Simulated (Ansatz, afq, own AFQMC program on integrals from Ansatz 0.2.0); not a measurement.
## Atomization energy of CHN, triplet

```xyz
3

N     0.0000   -0.1237    0.5266
C     0.0000    0.0813   -0.7051
H     0.0000    0.7504    1.0848
```

Connectivity, by distances: NH–C.

Atoms in their ground-state spins without spin–orbit coupling (mostly on UHF) minus the molecule (ROHF), without zero-point energy. The geometry is a stationary point, not shown to be a minimum.

Basis cc-pVDZ. Only valence electrons are correlated. Integrals, coupled cluster, full CI and functionals: Ansatz 0.2.0; the random walks run on the same integrals in our own AFQMC program. ph-AFQMC/CISD is guided by a CISD state made of CCSD amplitudes; releasing the constraint for a short imaginary time cuts its bias at the price of noise, slowly where states lie close. ± is one standard error of the sampling. The errors of all members are added in quadrature.

No full CI on the walks' own integrals is used here; CCSDT(Q) serves as the reference and is uncertain by about the last step of the cluster series. Each member takes its own surest rung, up to full CI.

Errors are counted within cc-pVDZ, not against nature.

Cautions: CHN (triplet): lower spins were not checked, a spin-contaminated unrestricted determinant lies lower (UHF 449 meV lower, ⟨S²⟩ 2.29), raised T1 diagnostic (T1 0.048, weight of the determinant 0.86, largest double 0.12), the ph-AFQMC/CISD walk drifts between its halves (2.3 errors), its ph-AFQMC/CISD value lies 28 ± 5 meV above CCSDT(Q).

```
level  atomization energy (eV)
 CCSD                    6.836
   HF                    3.792
```

Problem. From these cheaper values, estimate the atomization energy at the reference level in cc-pVDZ.

Solution. 7.124 eV (CCSDT(Q) in cc-pVDZ).

```
         level  atomization energy (eV)  error against CCSDT(Q) (eV)
           MP2                    7.270                        0.146
       CCSD(T)                    7.084                       -0.040
         CCSDT                    7.100                       -0.025
   ph-AFQMC/HF            7.142 ± 0.028                0.018 ± 0.028
 ph-AFQMC/CISD            7.100 ± 0.005               -0.025 ± 0.005
released AFQMC            7.123 ± 0.006               -0.001 ± 0.006
```

Correlation beyond CCSD(T) adds 0.040 eV. The perturbative (T) step is worth +0.248 eV.

A walk keeps the symmetry of its determinant, which the program's search chose and which needn't be the lowest solution, so a lower state of the same spin and another symmetry isn't excluded. Released energies are given only where the last usable release times agree within the noise; a slower fall can still hide under it.
